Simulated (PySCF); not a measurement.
Predicted microwave data (PBE0-D3(BJ)/def2-TZVP geometry optimisation, gas phase (PySCF)) for one isomer of HNO3:

| Quantity | Value |
| --- | --- |
| Rotational constants | A = 22199, B = 8282, C = 6031 MHz |
| Dipole components | \|μa\| = 0.30 D, \|μb\| = 0.83 D, \|μc\| = 0.00 D |
| Inertial defect | 0.00 u·Å² |
| κ | -0.72 |

Question: Which candidate fits, each taken in the one conformer that was computed?
A. `[O:1]=[N+:2]([O-:3])[OH:4]` with O1–N2–O4–H 0°
B. `[O:1]=[N:2][O:3][OH:4]` with O1–N2–O3–O4 0°, N2–O3–O4–H 0°

Answer: B. It is O=NOO, an asymmetric top, point group Cs. The candidates at the same level (rigid rotor, commonest isotopes):

```
       SMILES  A (MHz)  B (MHz)  C (MHz)  μa (D)  μb (D)  μc (D)  Δ (u·Å²)  point group           rotor
        O=NOO    22199     8282     6031    0.30    0.83    0.00      0.00           Cs  asymmetric top
O=[N+]([O-])O    13280    12405     6414    2.28    0.81    0.00      0.00           Cs  asymmetric top
```

`O=[N+]([O-])O` has B 50 % too high. In the right answer the mirror of this Cs structure is the ab plane, so μc vanishes by symmetry. No structure here is proved a minimum.
